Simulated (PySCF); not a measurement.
**Boron: a sound run and one with changed settings**

Sound run: B [He] 2s2 2p1, B+ [He] 2s2. Computed with PySCF 2.14 in cc-pVTZ (4s3p2d1f, 30 functions), with no relativity, point nucleus. In the sound run the correlated levels freeze 1s2. The sound run starts from symmetry-adapted Hartree-Fock orbitals and uses a fine grid where one is needed.

Changed run: a valence shell is frozen. This setting is unsound on purpose.

Ionisation energy of B:

```json
{"method": "UHF", "sound run (eV)": "8.038", "changed run (eV)": "8.038"}
{"method": "MP2", "sound run (eV)": "8.261", "changed run (eV)": "8.038"}
{"method": "SCS-MP2", "sound run (eV)": "8.230", "changed run (eV)": "8.038"}
{"method": "CCSD", "sound run (eV)": "8.172", "changed run (eV)": "8.038"}
{"method": "CCSD(T)", "sound run (eV)": "8.208", "changed run (eV)": "8.038"}
{"method": "CCSDT", "sound run (eV)": "n/a", "changed run (eV)": "8.038"}
{"method": "FCI", "sound run (eV)": "n/a", "changed run (eV)": "8.038"}
```

Freezing a valence shell removes pair correlation that changes on ionisation.

For comparison, NIST gives 8.298 eV between the lowest levels.
